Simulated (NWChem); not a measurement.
## Al (-1) in NWChem

```
Al
```
Charge -1, spin multiplicity 3.

All runs are NWChem calculations.

The correlated methods keep 5 core orbitals frozen. The stability of the SCF solutions was not checked.

Worked example. A B2PLYP run in def2-SVPD ends its self-consistent part (53 % exact exchange, 47 % B88, 73 % LYP) at -242.14053 Ha, and second-order perturbation theory on those orbitals gives -0.05253 Ha unscaled.

The perturbative term enters with the weight 0.27: -242.14053 + 0.27·(-0.05253) = -242.15471 Ha is the total energy.
